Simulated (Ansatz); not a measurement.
## Stretch profile

SiHSF (SMILES F[Si]S), singlet, at its PBE0-D4/def2-TZVP minimum:

| atom | x (Å) | y (Å) | z (Å) |
| --- | --- | --- | --- |
| F1 | -1.1391 | -0.0286 | 1.0619 |
| Si2 | 0.0813 | 0.9891 | 0.7689 |
| S3 | 0.9959 | -0.0009 | -0.9117 |
| H4 | 0.1174 | -1.0199 | -0.9394 |

The bond length Si2–S3 (2.154 Å at the minimum) is set to the values below, the two halves moving rigidly along the bond. Each method's energies count from its own value at the PBE0-D4 minimum structure. Computed with Ansatz 0.2.0 (basis: def2-TZVPP); correlated methods freeze the cores.

CCSD(T) energies along the scan:
| bond length (Å) | CCSD(T) (eV) |
| --- | --- |
| 1.939 | 0.467 |
| 1.982 | 0.281 |
| 2.045 | 0.105 |
| 2.119 | 0.011 |
| 2.201 | 0.012 |
| 2.290 | 0.102 |
| 2.384 | 0.263 |
| 2.482 | 0.476 |
| 2.585 | 0.730 |
They count from the CCSD(T) energy at the PBE0-D4 minimum.

Minimum and curvature along this coordinate at CCSD(T): A fifth-order fit through the nearest points gives 2.158 Å, with a curvature of about 14 eV/Å².

**Question.** Treat the two halves as rigid bodies and work out the harmonic wavenumber of this stretch from that curvature (ν̃ = 521.5 √(k/μ) cm⁻¹ with k in eV/Å² and μ in u).

**Answer.** The halves weigh 47.08 and 33.08 u, so μ = 47.08 × 33.08/80.16 = 19.429 u and ν̃ = 521.5 √(14/19.429) ≈ 440 cm⁻¹. A true normal mode mixes in other motions, so this is a guide only.

Largest difference from the CCSD(T) curve over the scan: PBE0-D4 0.028; HF 0.060; MP2 0.037 eV. Each curve counts from its own value at the minimum.

No T1 diagnostic of these runs exceeds 0.018. The restricted Hartree–Fock reference is unstable towards an unrestricted one here.

For scale, one of the runs: CCSD(T)/def2-TZVPP, 129 basis functions (an equivalent command: `ansatz run in.yaml --threads 2`). The run took about 7 s on 2 CPU threads (shared host).
